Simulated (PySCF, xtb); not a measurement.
NO2, SMILES N([O])=O (connectivity only; charge and spin as stated), charge -1, multiplicity 1.

xtb with GFN2-xTB at its own geometry gives an orbital gap of 1.81 eV.

Geometry optimised at B3LYP-D3(BJ)/def2-TZVPD. The spin state was assumed, not searched. The isomer is the one that the SMILES or the coordinates give; other isomers of the formula were not compared.

Task: What does HF/def2-TZVPD (PySCF) give? (An estimate is asked for; the answer gives what the named calculation found.)

Result: gap 10.79 eV (levels -4.28 and 6.51 eV).
